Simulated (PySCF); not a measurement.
# Identify the compound

Molecular formula: C$_{4}$H$_{7}$NO. Simulated spectra:

¹H NMR (600 MHz, computed): δ 4.17 (m, 2H), 3.90 (m, 2H), 1.84 (s, 3H).

¹³C{¹H} NMR (computed): δ 173.5 (C), 71.7 (CH2), 60.2 (CH2), 16.0 (CH3).

- σ from GIAO-B97-2/pcSseg-2
- structure optimised with PBE0-D3(BJ)/def2-TZVP
- code: PySCF 2.14
- equivalent nuclei averaged, one conformer, relativity neglected, gas phase

Chemical shifts δ = σref − σ; ¹H (31.64 ppm) and ¹³C (185.38 ppm) vs TMS, all at this level.

**Question.** Deduce the structure.

**Answer.** 
Rings plus π bonds: 2 (1 ring in the answer). 4 carbon signals for 4 carbons: no two carbons are equivalent. Carbon types of the structure: 1 × C, 2 × CH2, 1 × CH3, which accounts for all hydrogens. δC 173.5: C=N carbon. δC 71.7: sp3 CH2 bonded to O; pulled downfield by the heteroatom. δC 60.2: sp3 CH2 bonded to N; deshielded by the electronegative neighbour. δC 16.0: methyl carbon; aliphatic region, no heteroatom directly attached. δH 4.17: hydrogen on an sp3 CH2 bonded to O; its carbon carries O, which withdraws density. δH 3.90: hydrogen on an sp3 CH2 bonded to N; its carbon carries N, an electronegative neighbour. δH 1.84: hydrogen on a methyl carbon.

These data were computed for 2-methyl-2-oxazoline (SMILES CC1=NCCO1).

The data come from this structure; uniqueness wasn't tested.

Shifts are as computed. Against solution values, carbons near 30 ppm lie about +3 ppm off and those near 130 ppm about +7 ppm. Of 1211 compounds with measured shifts, 218 miss one by over three times the rms of a fit or turn the order of signals round; such compounds aren't used in these exercises. No couplings were computed; multiplicities are counted from neighbouring protons, with m where these are inequivalent, close in shift, in a saturated or five-membered ring or joined by F or P, and br s for small geminal =CH2 splittings.
